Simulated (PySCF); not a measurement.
Gas-phase reaction: 2 H3SiPH2 → 2 PH2 + Si2H6

Computed with PySCF and rigid-rotor harmonic-oscillator thermochemistry at 1 bar. † marks an energy on the PBE0/def2-TZVP geometry and frequencies; other levels use their own. Open shells (unrestricted): PH2 (multiplicity 2); the rest are closed-shell singlets. PH2: computed as isolated molecules; such fragments, hydroxides, amides, oligomers or adducts are transient or little studied in the gas.

ωB97X-V/def2-TZVP† gives ΔH°(298 K) = 280 kJ.

What do ωB97M-V/def2-TZVP†, PBE0/def2-TZVP, PBE0/def2-QZVP† give?

ωB97M-V/def2-TZVP†: 285 kJ; PBE0/def2-TZVP: 269 kJ; PBE0/def2-QZVP†: 268 kJ. For scale, ΔH°(298 K) is 280 kJ at this level, 285 kJ at ωB97M-V/def2-TZVP†, and runs from 155 to 333 kJ over the 19 levels computed.
